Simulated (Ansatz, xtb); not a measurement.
## B3H4+: which of two structures lies lower

Structure I: a singlet given by its coordinates. Structure II: `[BH+]BB`, a singlet. Both are isolated ions in the gas phase, relaxed with B3LYP-D4/def2-TZVP; the shapes shown needn't be the lowest conformers.

I (Å):

```xyz
7

B     0.6350    1.7423    0.8017
B     0.0344    0.3923    0.2968
B    -0.8552   -0.7709    0.5490
H     1.0593    2.7493    1.2225
H    -1.4844   -1.7553    0.5339
H    -0.8845    0.2036   -0.5564
H     0.5857   -0.7482    0.2397
```

Close contacts (Å): B1–B2 1.56, B2–B3 1.49, B1–H4 1.17, B2–H6 1.27, B2–H7 1.27, B3–H5 1.17, B3–H6 1.47, B3–H7 1.47.

II (Å):

```xyz
7

B     1.3072    0.7809    1.2803
B     0.2942   -0.1029    0.3545
B     0.0145    0.1947   -1.2287
H    -0.8811    0.9138   -1.5529
H    -0.3026   -1.0324    0.8113
H     0.6783   -0.3408   -2.0637
H     2.0500    1.4586    1.8866
```

Energies in hartree; the thermal terms are from B3LYP-D4/def2-TZVP harmonic frequencies (ideal gas, rigid rotor, one conformer each, 298.15 K, 1 atm) and include the zero-point energy:

```
                               I          II
E, CCSD(T)/def2-TZVPP  −76.332184  −76.312762
    zero-point energy    0.043010    0.041172
         H(298 K) − E    0.048528    0.047089
         G(298 K) − E    0.018026    0.015661
```

Work out ΔE, ΔE₀, ΔH and ΔG for I → II in kcal/mol (1 Eh = 627.51 kcal/mol) and the equilibrium ratio [II]/[I].

1. ΔE = −76.312762 − (−76.332184) = +0.019422 Eh = +12.19 kcal/mol.
2. ΔE₀ = ΔE + ΔZPE = +0.019422 + (−0.001838) Eh = +11.03 kcal/mol.
3. ΔH = ΔE + (−0.001439) Eh = +11.28 kcal/mol.
4. ΔG = ΔE + (−0.002365) Eh = +10.70 kcal/mol, so ΔS = (ΔH − ΔG)/T = +8.2 J/(mol K).
5. kT = 0.9442 mEh, so K = [II]/[I] = exp(−ΔG/kT) = exp(−18.07) ≈ 1.4 × 10^−8.

Structure I is favoured at this temperature. An error of 1 kcal/mol in ΔG would change K by a factor of 5.4. HF/STO-3G, HF/def2-TZVPP gave ΔE the other sign. Mirror images and further conformers aren't counted.

Other levels gave ΔE = +0.9 (GFN2-xTB); −34.7 (HF/STO-3G, GFN2-xTB geometries); +12.9 (r2SCAN-D4/def2-SVP, GFN2-xTB geometries); +9.7 (B3LYP-D4/def2-TZVP); −4.7 (HF/def2-TZVPP); +15.4 (MP2/def2-TZVPP) kcal/mol. The correlated steps freeze 3 core orbitals. Programs: Ansatz 0.2.0, xtb 6.7.1.
